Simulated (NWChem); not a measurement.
Molecule: acetylene (C2H2); SMILES C#C

```xyz
4

C      0.0000     0.0000    -0.5985
C      0.0000     0.0000     0.5985
H      0.0000     0.0000    -1.6633
H      0.0000     0.0000     1.6633
```
Atoms are numbered in this order, from 1.

Computed with NWChem. Structure relaxed at the PBE0-D3(BJ)/def2-TZVP level. Solvent water, SMD (1 M gas to 1 M solution), gas-phase geometry.

### Question
Taking PBE0/def2-TZVPP as the yardstick, which of these has the fewest basis functions while keeping “solvation free energy (kcal/mol)” within 0.5 kcal/mol of it: PBE0/def2-TZVP; PBE0/def2-SVP; PBE0/STO-3G; PBE0/def2-SVPD?

### Answer
PBE0/def2-SVP.
```tsv
level	basis functions	solvation free energy (kcal/mol)
PBE0/STO-3G	12	1.8
PBE0/def2-SVP	38	-0.1
PBE0/def2-SVPD	56	-0.1
PBE0/def2-TZVP	74	-0.5
PBE0/def2-TZVPP	90	-0.4
```

The yardstick is one finite set, not the basis-set limit.
